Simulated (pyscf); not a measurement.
PySCF, gas phase, ωB97X-D3(BJ)/def2-SVP geometries.

### Question
What is the homolytic dissociation enthalpy (298 K, ωB97M-D3(BJ)/def2-TZVP) of the Ge–H bond of `[F][GeH]([GeH3])[GeH3]`, to F–Ge•(GeH₃)–GeH₃ + H•?

### Answer
Ge–H to F–Ge•(GeH₃)–GeH₃ + H•: 78.6 kcal/mol. The 7 functionals that were run give +73.8 (PBE) to +79.4 kcal/mol (ωB97X-D3(BJ)). Other isomers of F–Ge•(GeH₃)–GeH₃ were not searched in full and may lie lower. Elements up to Kr have no core potential and no relativistic terms here.
